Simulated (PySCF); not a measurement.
PySCF input (M06-2X/6-31G* (5d)):

```python
from pyscf import gto, dft

mol = gto.M(
    atom='''
    C     0.00150420    0.06782275    0.35234476
    H     0.00420647   -0.06617570    1.47074893
    C     0.00836434    1.49076899   -0.15367575
    H    -0.87400686    2.03508487    0.22502747
    H     0.89948318    2.02456257    0.21948169
    C     1.24463462   -0.68990047   -0.13394913
    H     1.26512854   -0.68733128   -1.22899581
    H     2.15557123   -0.18983784    0.21049222
    H     1.26778541   -1.72832745    0.23041004
    C    -1.25354649   -0.67507850   -0.12613720
    H    -1.28085629   -0.67222569   -1.22103440
    H    -1.28673820   -1.71317120    0.23839815
    H    -2.15631350   -0.16425497    0.22397568
    ''',
    basis='6-31g*',
    charge=-1,
    spin=0,
    verbose=4,
)

mf = dft.RKS(mol, xc='m062x')
mf.grids.level = 4
mf.conv_tol = 1e-9
mf.max_cycle = 100
mf.max_memory = 1500
mf.kernel()
if not mf.converged:
    mf = mf.newton()
    mf.kernel(mf.make_rdm1())
mf.dip_moment()
```

**Question.** Predict the final energy.

**Answer.** -157.65197 Eh.
